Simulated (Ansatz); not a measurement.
Start from Si in the diamond structure (space group Fd-3m, No. 227; a = 5.444 Å).

Computed with r2SCAN (Ansatz, a program for electronic structure; PAW; 500 eV plane waves; no spin-orbit coupling).

```json
[
 {"level": "r2SCAN", "band gap": "0.78 eV", "lattice parameter a": "5.444 Å"}
]
```

Measured: band gap 1.23 eV (static lattice; corrected from measurement; as listed in Wei Chen et al., Physical Review Materials (2018)); lattice parameter a 5.421 Å (static lattice; corrected from measurement; as listed in Daniel Mejia-Rodriguez, S. B. Trickey, Phys. Rev. B (2018)).

Computed minus measured — band gap: r2SCAN -0.45 eV; lattice parameter a: r2SCAN +0.4 %. A measured gap can be an optical one, lowered by exciton binding.

Whether these cells are dynamically stable was not tested.
